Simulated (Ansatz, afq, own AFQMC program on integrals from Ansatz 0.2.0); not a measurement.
## AlSiH, triplet in 6-31G, levels against full CI

```xyz
3

Si    0.0000   -0.0369    1.2586
Al    0.0000   -0.0108   -1.3253
H     0.0000    1.3168    0.4086
```

Connectivity, by distances: SiH–Al.

Basis 6-31G. Noble-gas cores (and the filled d shells of Ga–Kr and In–Xe) are frozen. Integrals, coupled cluster, full CI and functionals: Ansatz 0.2.0; the random walks run on the same integrals in our own AFQMC program. The CISD trial takes its coefficients from CCSD amplitudes. Released means that phaseless walkers are propagated on without the constraint, phases kept. ± is one standard error of the sampling.

Determinant: UHF, the one that the program's search chose, which needn't be the lowest solution. The geometry is a point of a scan.

Full CI on the same integrals is exact in this basis and with this determinant's frozen core.

Cautions: lower spins were not checked; raised T1 diagnostic (T1 0.041, weight of the determinant 0.87, largest double 0.07); the released energies are still falling, so no released level is given (meV from the phaseless value at times in 1/Eh: -3.3 ± 2.3 at 0.24, -5.0 ± 1.7 at 0.51, -8.2 ± 1.5 at 0.99, -11.4 ± 1.8 at 1.62, -13.1 ± 1.7 at 2.40), though the last usable value meets full CI within the noise.

- T1 diagnostic: 0.0408
- weight of the determinant in the CISD state: 0.870
- ⟨S²⟩ of the determinant: 2.047
- size of the correlated space: 8 electrons in 18 orbitals

| level | correlation energy (eV) |
| --- | --- |
| MP2 | -1.6840 |
| CCSD | -2.4350 |
| CCSD(T) | -2.5092 |

Question: Estimate where phaseless AFQMC with a CISD trial lies against CCSD(T) on the same integrals.

Answer: 1.5 ± 0.2 kJ/mol below CCSD(T).

Reference: full CI, correlation energy -2.541 eV.

```
        level  E − E(reference) (kJ/mol)  share of correlation (%)
      CCSD(T)                        3.1                     98.73
        CCSDT                        0.6                     99.75
     CCSDT(Q)                        0.0                     99.99
       CCSDTQ                        0.0                    100.00
ph-AFQMC/CISD                  1.6 ± 0.2                     99.35
```

CCSDT and higher add their correlation energy to the determinant of the CCSD(T) run, since their own runs factorise the integrals more tightly (a shift of under 2 meV). A walk keeps the symmetry of its determinant, which the program's search chose and which needn't be the lowest solution, so a lower state of the same spin and another symmetry isn't excluded.
